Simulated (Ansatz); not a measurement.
The same calculation of C₅H₇N, SMILES C=C(C)C1C=N1 as a Python script and as an input file (Ansatz's Python interface).

Script `c5h7n_opt.py`:
```python
import itertools
import logging
import sys
import warnings

import ansatz
from ase.data import atomic_numbers, covalent_radii
import numpy as np
import pandas as pd

logging.basicConfig(stream=sys.stdout, format='%(levelname)s %(message)s')
log = logging.getLogger('ansatz_job')
log.setLevel(logging.INFO)

GEOMETRY = '''
C    -0.75640    1.39550   -0.41280
C    -0.34310    0.14460   -0.14140
C    -1.23470   -0.80370    0.61950
C     0.94150   -0.39960   -0.58690
C     2.10360    0.01160    0.11180
N     1.78910   -1.14440    0.45240
H    -0.13930    2.08750   -0.97740
H    -1.72330    1.76000   -0.07820
H    -2.22320   -0.37410    0.81460
H    -0.78740   -1.05980    1.58540
H    -1.38290   -1.72640    0.04840
H     1.01800   -0.78760   -1.59350
H     2.73810    0.89630    0.15830
'''

warnings.simplefilter('ignore', ansatz.DeckWarning)

geometry = ansatz.Crystal.molecule()
for line in GEOMETRY.strip().splitlines():
    symbol, *xyz = line.split()
    geometry = geometry.atom(symbol, [float(v) for v in xyz])

job = (
    geometry.calculation()
    .basis(gaussian='6-31G*')
    .functional('r2scan')
    .scf(lower_state_search='standard')
)
symbols = [site.symbol for site in geometry.cartesian_sites]
start = np.array([site.position_ang for site in geometry.cartesian_sites], dtype=float)
def progress(event):
    if event['event'] == 'relax_step':
        row = event['data']
        log.info(f'step {row["step"]:3d}  E = {row["lagrangian_ev"]:.6f} eV  largest force component {row["allowed_force_max_ev_ang"]:.4f} eV/A')


r = job.relax(force_tolerance=0.01).session().plan().execute(on_event=progress).report
end = np.array(r['positions_ang'])

for key in ('converged', 'free_energy_ev', 'reference_energy_ev', 'n_frozen', 'n_occupied', 'n_virtual'):
    log.info(f'{key:22s} {r[key]}')

radius = [covalent_radii[atomic_numbers[s]] for s in symbols]
span = lambda where, i, j: np.linalg.norm(where[i] - where[j])
bonded = [(i, j) for i, j in itertools.combinations(range(len(symbols)), 2) if min(span(start, i, j), span(end, i, j)) < 1.2 * (radius[i] + radius[j])]
log.info('pair        before    after (A)')
for i, j in bonded:
    print(f'{symbols[i]}{i}-{symbols[j]}{j}'.ljust(10), f'{span(start, i, j):8.4f} {span(end, i, j):8.4f}')

charges = r['charge_distribution']
table = pd.DataFrame({'atom': symbols, 'mulliken': charges['mulliken_charges_e'], 'lowdin': charges['lowdin_charges_e']})
print(table.round(3).to_string())
print('dipole (e A):', np.round(charges['dipole_moment_e_ang'], 4) + 0.0)
```

```console
$ python c5h7n_opt.py
INFO step   1  E = -6781.764893 eV  largest force component 1.8903 eV/A
INFO step   2  E = -6781.910209 eV  largest force component 0.7763 eV/A
INFO step   3  E = -6781.963396 eV  largest force component 0.5267 eV/A
INFO step   4  E = -6781.984998 eV  largest force component 0.2781 eV/A
INFO step   5  E = -6781.988487 eV  largest force component 0.2715 eV/A
INFO step   6  E = -6781.995033 eV  largest force component 0.0703 eV/A
INFO step   7  E = -6781.995704 eV  largest force component 0.0265 eV/A
INFO step   8  E = -6781.996123 eV  largest force component 0.0156 eV/A
INFO step   9  E = -6781.997078 eV  largest force component 0.0862 eV/A
INFO step  10  E = -6781.992076 eV  largest force component 0.7246 eV/A
INFO step  11  E = -6781.999487 eV  largest force component 0.1221 eV/A
INFO step  12  E = -6782.001486 eV  largest force component 0.3487 eV/A
INFO step  13  E = -6782.003341 eV  largest force component 0.4904 eV/A
INFO step  14  E = -6782.014683 eV  largest force component 0.2439 eV/A
INFO step  15  E = -6781.824058 eV  largest force component 1.3020 eV/A
INFO step  16  E = -6782.028106 eV  largest force component 0.2125 eV/A
INFO step  17  E = -6782.035166 eV  largest force component 0.2572 eV/A
INFO step  18  E = -6782.039216 eV  largest force component 0.6133 eV/A
INFO step  19  E = -6782.047914 eV  largest force component 0.3465 eV/A
INFO step  20  E = -6782.059701 eV  largest force component 0.3047 eV/A
INFO step  21  E = -6782.066996 eV  largest force component 0.5293 eV/A
INFO step  22  E = -6782.078211 eV  largest force component 0.3658 eV/A
INFO step  23  E = -6782.067404 eV  largest force component 0.5033 eV/A
INFO step  24  E = -6782.085288 eV  largest force component 0.0592 eV/A
INFO step  25  E = -6782.089679 eV  largest force component 0.4132 eV/A
INFO step  26  E = -6782.093743 eV  largest force component 0.6839 eV/A
INFO step  27  E = -6782.100555 eV  largest force component 0.4588 eV/A
INFO step  28  E = -6782.108351 eV  largest force component 0.3526 eV/A
INFO step  29  E = -6782.102146 eV  largest force component 1.0388 eV/A
INFO step  30  E = -6782.107829 eV  largest force component 0.2541 eV/A
INFO step  31  E = -6782.114217 eV  largest force component 0.0807 eV/A
INFO step  32  E = -6782.119302 eV  largest force component 0.0488 eV/A
INFO step  33  E = -6782.118617 eV  largest force component 0.7008 eV/A
INFO step  34  E = -6782.118865 eV  largest force component 0.2293 eV/A
INFO step  35  E = -6782.121105 eV  largest force component 0.0177 eV/A
INFO step  36  E = -6782.123466 eV  largest force component 0.0734 eV/A
INFO step  37  E = -6782.121621 eV  largest force component 0.4125 eV/A
INFO step  38  E = -6782.124708 eV  largest force component 0.0747 eV/A
INFO step  39  E = -6782.125191 eV  largest force component 0.0595 eV/A
INFO step  40  E = -6782.125703 eV  largest force component 0.0882 eV/A
INFO step  41  E = -6782.125802 eV  largest force component 0.0600 eV/A
INFO step  42  E = -6782.125689 eV  largest force component 0.0726 eV/A
INFO step  43  E = -6782.125927 eV  largest force component 0.0075 eV/A
INFO converged              True
INFO free_energy_ev         -6782.125933701957
INFO reference_energy_ev    -6782.125933701957
INFO n_frozen               0
INFO n_occupied             [22, 22]
INFO n_virtual              [82, 82]
INFO pair        before    after (A)
C0-C1        1.3451   1.3416
C0-H6        1.0856   1.0878
C0-H7        1.0861   1.0876
C1-C2        1.5077   1.5036
C1-C3        1.4645   1.4867
C2-H8        1.0953   1.0945
C2-H9        1.0948   1.0997
C2-H10       1.0952   1.0997
C3-C4        1.4169   1.4517
C3-N5        1.5340   1.5603
C3-H11       1.0815   1.0924
C4-N5        1.2455   1.2590
C4-H12       1.0897   1.0886
   atom  mulliken  lowdin
0     C    -0.474  -0.256
1     C     0.242  -0.120
2     C    -0.599  -0.317
3     C    -0.187  -0.147
4     C     0.062  -0.116
5     N    -0.305   0.002
6     H     0.173   0.133
7     H     0.165   0.131
8     H     0.186   0.134
9     H     0.189   0.138
10    H     0.184   0.135
11    H     0.173   0.131
12    H     0.191   0.152
dipole (e A): [-0.1204 -0.1825 -0.4138]
```

`input.yaml`:
```yaml
crystal:
  periodic: [false, false, false]
  atoms:
    - { symbol: C, position_ang: [-0.7564, 1.3955, -0.4128] }
    - { symbol: C, position_ang: [-0.3431, 0.1446, -0.1414] }
    - { symbol: C, position_ang: [-1.2347, -0.8037, 0.6195] }
    - { symbol: C, position_ang: [0.9415, -0.3996, -0.5869] }
    - { symbol: C, position_ang: [2.1036, 0.0116, 0.1118] }
    - { symbol: "N", position_ang: [1.7891, -1.1444, 0.4524] }
    - { symbol: H, position_ang: [-0.1393, 2.0875, -0.9774] }
    - { symbol: H, position_ang: [-1.7233, 1.76, -0.0782] }
    - { symbol: H, position_ang: [-2.2232, -0.3741, 0.8146] }
    - { symbol: H, position_ang: [-0.7874, -1.0598, 1.5854] }
    - { symbol: H, position_ang: [-1.3829, -1.7264, 0.0484] }
    - { symbol: H, position_ang: [1.018, -0.7876, -1.5935] }
    - { symbol: H, position_ang: [2.7381, 0.8963, 0.1583] }
basis:
  gaussian:
    orbitals: "6-31G*"
hamiltonian:
  xc: r2scan
scf:
  lower_state_search: standard
relax:
  f_tol: 0.01
```

Caveats:
- The settings weren't tested for convergence.
- The end point is the stationary point reached from this start; no frequency run checks that it is a minimum, and the basis set is modest.
- The Löwdin charges here are taken after orthogonalising the functions within each atom; they differ from plain Löwdin charges, and their signs can be unphysical.
- Wall time of the script: 4.1 min on 1 thread of Arm Neoverse V2 (shared host), peak memory 0.28 GiB.
